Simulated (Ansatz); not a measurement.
Relaxation of CH$_{3}$BS (6 atoms, charge 0, multiplicity 1), to a largest force component of 0.02 eV/Å in at most 50 steps.

The calculation used UKS LDA/def2-SVP (Ansatz).

```xyz
6
Properties=species:S:1:pos:R:3:forces:R:3
B -0.662 -0.180 -0.471 2.02 0.83 1.47
C 0.538 0.283 0.392 -0.85 1.29 -0.55
S 1.621 -0.740 1.065 -0.68 -3.68 -0.64
H -0.805 -1.318 -0.679 -0.13 -1.40 -0.25
H -1.404 0.615 -0.898 -0.76 1.02 -0.40
H 2.716 -1.157 1.794 0.40 1.94 0.37
```

Task: Where does it end, and by what steps?

Result: It converged. After 16 steps the energy has fallen by 3.748 eV; H6 moved furthest, 0.84 Å.

| step | energy less start (eV) | largest force component (eV/Å) | accepted |
| --- | --- | --- | --- |
| 0 | 0.0000 | 3.677 | yes |
| 1 | -1.0875 | 2.581 | yes |
| 2 | -1.7013 | 1.343 | yes |
| 3 | -2.1341 | 2.462 | yes |
| 4 | -2.6258 | 2.958 | yes |
| 5 | -2.9768 | 2.452 | yes |
| 6 | -3.2736 | 1.613 | yes |
| 7 | -3.4691 | 1.271 | yes |
| 8 | -3.5519 | 0.751 | yes |
| 9 | -3.5680 | 0.660 | yes |
| 10 | -3.6625 | 0.525 | yes |
| 11 | -3.7113 | 0.318 | yes |
| 12 | -3.7306 | 0.361 | yes |
| 13 | -3.7466 | 0.212 | yes |
| 14 | -3.7477 | 0.093 | yes |
| 15 | -3.7477 | 0.027 | yes |
| 16 | -3.7480 | 0.005 | yes |

```xyz
6
Properties=species:S:1:pos:R:3
B -0.548 -0.283 -0.484
C 0.416 -0.517 0.511
S 1.390 -0.834 1.740
H -0.833 -1.173 -1.274
H -1.091 0.810 -0.563
H 2.672 -0.500 1.272
```

Whether the end is a true minimum wasn't checked by a vibrational analysis.

Time of the run: 26 s on 1 CPU thread of a shared host.
